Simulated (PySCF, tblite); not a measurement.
Isomers of C5H8N (doublet state), one GFN2-xTB conformer each. Single-point energies are computed at B3LYP/pcH-1 (PySCF, gas phase, no added dispersion term), electronic only. GFN2-xTB treats the open shell by occupation alone, and not every SCF solution was tested for stability.

```
          SMILES  GFN2-xTB relative energy (kcal/mol)
  [CH2]N/C=C/C=C                                  0.0
     C=NC[C]1CC1                                 23.0
C[CH][C@H](C)C#N                                  0.4
   C/N=C\[C]1CC1                                  2.7
      C#CCC[CH]N                                 24.3
```

Conformers: `[CH2:1][NH:2]/[CH:3]=[CH:4]/[CH:5]=[CH2:6]` (doublet state) with H–C1–N2–C3 180° and 0°, C1–N2–C3–C4 180°, C3–C4–C5–C6 180°; `[CH2:1]=[N:2][CH2:3][C:4]1[CH2:5][CH2:6]1` (doublet state) with C1–N2–C3–C4 94°, N2–C3–C4–C5 49°; `[CH3:1][CH:2][C@H:3]([CH3:4])[C:5]#[N:6]` (doublet state) with C1–C2–C3–C4 -154°; `[CH3:1]/[N:2]=[CH:3]\[C:4]1[CH2:5][CH2:6]1` (doublet state) with N2–C3–C4–C5 -2°; `[CH:1]#[C:2][CH2:3][CH2:4][CH:5][NH2:6]` (doublet state) with C2–C3–C4–C5 178°, C3–C4–C5–N6 -76°, C4–C5–N6–H -169° and -39°.

Question: What does B3LYP/pcH-1 give for the same structures?

Answer: 
```json
{"SMILES": "C[CH][C@H](C)C#N", "B3LYP/pcH-1 E (Eh)": "-250.05077", "B3LYP/pcH-1 (kcal/mol)": "0.0", "GFN2-xTB (kcal/mol)": "0.4", "point group": "C1"}
{"SMILES": "[CH2]N/C=C/C=C", "B3LYP/pcH-1 E (Eh)": "-250.03339", "B3LYP/pcH-1 (kcal/mol)": "10.9", "GFN2-xTB (kcal/mol)": "0.0", "point group": "Cs"}
{"SMILES": "C/N=C\\[C]1CC1", "B3LYP/pcH-1 E (Eh)": "-250.00442", "B3LYP/pcH-1 (kcal/mol)": "29.1", "GFN2-xTB (kcal/mol)": "2.7", "point group": "–"}
{"SMILES": "C#CCC[CH]N", "B3LYP/pcH-1 E (Eh)": "-250.00099", "B3LYP/pcH-1 (kcal/mol)": "31.2", "GFN2-xTB (kcal/mol)": "24.3", "point group": "C1"}
{"SMILES": "C=NC[C]1CC1", "B3LYP/pcH-1 E (Eh)": "-249.98241", "B3LYP/pcH-1 (kcal/mol)": "42.9", "GFN2-xTB (kcal/mol)": "23.0", "point group": "C1"}
```

GFN2-xTB puts [CH2]N/C=C/C=C lowest instead; measured from each level's own lowest isomer, the values differ by up to 26.4 kcal/mol (C/N=C\[C]1CC1: 2.7 against 29.1). As drawn, the highest has a three-membered ring, which the lowest lacks. Neighbours under 5.0 kcal/mol apart (C/N=C\[C]1CC1 and C#CCC[CH]N) can change places with a better method, another conformer or zero-point energy.

Question: What happens when harmonic zero-point energies from GFN2-xTB frequencies are added?

Answer: 
```csv
SMILES,ZPE (kcal/mol),electronic (kcal/mol),with ZPE (kcal/mol)
C[CH][C@H](C)C#N,71.5,0.0,0.0
[CH2]N/C=C/C=C,71.1,10.9,10.5
C/N=C\[C]1CC1,71.8,29.1,29.4
C#CCC[CH]N,71.5,31.2,31.3
C=NC[C]1CC1,71.6,42.9,43.0
```

The zero-point energies span 0.7 kcal/mol. The order is unchanged.
